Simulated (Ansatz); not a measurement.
# H₅OPSi: vertical ionisation energy

How much energy removes an electron from H₅OPSi at fixed geometry? The cation is run at each level and the neutral's energy taken from earlier runs.

The runs use Ansatz 0.2.0, Gaussian basis; unrestricted cation, the program's frozen cores in correlated methods.

Plan: UKS PBE-D4/def2-TZVPP; UKS r2SCAN-D4/def2-TZVPP; UKS PBE0-D4/def2-TZVPP; UKS B3LYP-D4/def2-TZVPP; UKS wB97X-V/def2-TZVPP; UKS wB97M-V/def2-TZVPP; UKS B2PLYP/def2-TZVPP; UHF-CCSD(T)/def2-TZVPP; UHF-MP2/def2-QZVPP; extrapolation to the limit; then −ε(HOMO) from the neutral's earlier runs with LDA (SPW92), PBE-D4, revPBE-D4, BLYP-D4, r2SCAN-D4, B97M-V, PBE0-D4, B3LYP-D4, r2SCANh-D4, r2SCAN0-D4, HSE06-D4, BHLYP-D4, CAM-B3LYP-D4, LC-ωPBE, ωB97X-V, ωB97M-V.

### Step 1. The geometry

All runs share one geometry, relaxed beforehand with PBE0-D4 in a triple-zeta def2 set.

SMILES `OP[SiH3]`, 8 atoms, charge 0, spin multiplicity 1.

Atoms are counted from 1 here; the program's logs count them from 0.

Bond lengths: O1–P2 1.666 Å, O1–H4 0.960 Å, P2–Si3 2.260 Å, P2–H5 1.427 Å, Si3–H6 1.489 Å, Si3–H7 1.487 Å, Si3–H8 1.486 Å. Angles: P2–O1–H4 109.1°, O1–P2–Si3 99.0°, O1–P2–H5 99.5°, Si3–P2–H5 92.7°, P2–Si3–H6 106.5°, P2–Si3–H7 112.7°, P2–Si3–H8 109.2°, H6–Si3–H7 109.8°, H6–Si3–H8 109.3°, H7–Si3–H8 109.3°.

### Step 2. Cation, UKS PBE-D4/def2-TZVPP

in.yaml reads:

```yaml
crystal:
  periodic: [false, false, false]
  atoms:
    - {symbol: O, position_ang: [-1.125599, 0.275021, -1.485269]}
    - {symbol: P, position_ang: [-0.452817, 1.099005, -0.203017]}
    - {symbol: Si, position_ang: [0.556089, -0.632694, 0.841879]}
    - {symbol: H, position_ang: [-1.980824, 0.659263, -1.692425]}
    - {symbol: H, position_ang: [0.764430, 1.528986, -0.810590]}
    - {symbol: H, position_ang: [1.503427, -0.038575, 1.824349]}
    - {symbol: H, position_ang: [1.294056, -1.517585, -0.097310]}
    - {symbol: H, position_ang: [-0.466761, -1.430621, 1.566484]}
basis:
  gaussian: {orbitals: def2-TZVPP}
total_charge: 1
magnetization: {spin_polarized: true, initial_magnetization: 1}
hamiltonian: {xc: pbe, dispersion: d4}
```

Run with:

```
> ansatz run in.yaml --threads 2 --pin off --events-out ev --progress --plain --max-ram 4352MiB
```

Further steps of the session: Cation, UKS r2SCAN-D4/def2-TZVPP; Cation, UKS PBE0-D4/def2-TZVPP; Cation, UKS B3LYP-D4/def2-TZVPP; Cation, UKS wB97X-V/def2-TZVPP; Cation, UKS wB97M-V/def2-TZVPP; Cation, UKS B2PLYP (frozen core)/def2-TZVPP; Cation, UHF-CCSD(T)/def2-TZVPP; Cation, UHF-MP2/def2-QZVPP.

Q: Predict the results of all the runs planned. Wanted: ionisation energy, CCSD(T)/CBS; nearest functional by difference; nearest −ε(HOMO); −ε(HOMO) of PBE; T1 of the cation.

As calculated:

```
                        quantity               value
  ionisation energy, CCSD(T)/CBS             9.44 eV
nearest functional by difference  ωB97M-V (-0.15 eV)
                nearest −ε(HOMO)  ωB97X-V (-0.11 eV)
                 −ε(HOMO) of PBE             5.91 eV
                T1 of the cation               0.019
```

**Reading.** By cation minus neutral, the functionals miss by 0.35 eV at most. The PBE orbital energy is 3.5 eV too small: a semilocal HOMO is no ionisation energy. Among orbital estimates ωB97X-V comes nearest. Hartree-Fock falls 1.07 eV short, as the neutral has more correlation energy than the cation.
